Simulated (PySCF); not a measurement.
PySCF input for Si(F)4 cation (F₄Si), SMILES F[Si](F)(F)F (connectivity only; charge and spin as stated), charge +1, multiplicity 2, B3LYP/pcH-1. Coordinates come from a ωB97X-D3(BJ)/def2-SVP optimisation. The spin state was assumed, not searched. The isomer is the one that the SMILES or the coordinates give; other isomers of the formula were not compared.

```python
import numpy as np
from pyscf import gto, scf, dft
from pyscf.prop.hfc import uks as hfc
from pyscf.prop.gtensor import uks as gtensor

mol = gto.M(
    atom='''
    F     1.00584269    0.00000001    1.13572324
    Si    0.00000000    0.00000000   -0.20676187
    F     0.00000000   -1.34604783   -0.97490844
    F    -1.00584270    0.00000001    1.13572324
    F    -0.00000000    1.34604781   -0.97490847
    ''',
    basis='pcH-1',
    charge=1,
    spin=1,
    max_memory=1600,
    verbose=3,
)
mf = dft.UKS(mol, xc='b3lyp').density_fit(auxbasis='def2-universal-jkfit')
mf.grids.level = 3
mf.conv_tol = 1e-10
mf.max_cycle = 100
mf.kernel()
fine, coarse = mf.grids, dft.Grids(mol).set(level=1).build(with_non0tab=True)
for _ in range(3):  # follow internal instabilities
    mf.grids = coarse
    mo, _, stable, _ = mf.stability(return_status=True, nroots=4)
    mf.grids = fine
    if stable:
        break
    mf.kernel(mf.make_rdm1(mo, mf.mo_occ))
A = hfc.HFC(mf).make_fcdip(mf.make_rdm1())  # Fermi contact and dipolar terms, MHz
print('atom   A(iso)/MHz   principal dipolar parts/MHz')
for i, a in enumerate(A):
    w = np.linalg.eigvalsh((a + a.T) / 2)
    print(f'{mol.atom_symbol(i):2s}{i + 1:3d} {w.mean():12.2f}', (w - w.mean()).round(2))
gt = gtensor.GTensor(mf)
gt.dia_soc2e, gt.para_soc2e, gt.so_eff_charge = None, None, True
gt.max_cycle_cphf = 60
g = gt.kernel()
```

Output:

```

WARN: HOMO -0.463554975682465 >= LUMO -0.463554975682477

converged SCF energy = -688.593507624492  <S^2> = 0.75483312  2S+1 = 2.0048273
<class 'pyscf.df.df_jk.DFUKS'> wavefunction is stable in the internal stability analysis
atom   A(iso)/MHz   principal dipolar parts/MHz
F   1       215.96 [-963.13 -950.98 1914.11]
Si  2        40.16 [-0.16 -0.15  0.31]
F   3        -2.18 [-7.54 -6.74 14.28]
F   4       215.95 [-963.16 -951.01 1914.17]
F   5        -2.18 [-7.54 -6.74 14.28]
SOC(1e)/OZ [0.00508291 0.01345348 0.02510826]
free electron g 2.00231930436182
g-tensor total [2.00704519 2.01544027 2.02718884]
g-shift (ppt) [ 4.72588243 13.12096439 24.86953172]
```

The run converged.

Cost: very roughly 110 core-seconds.
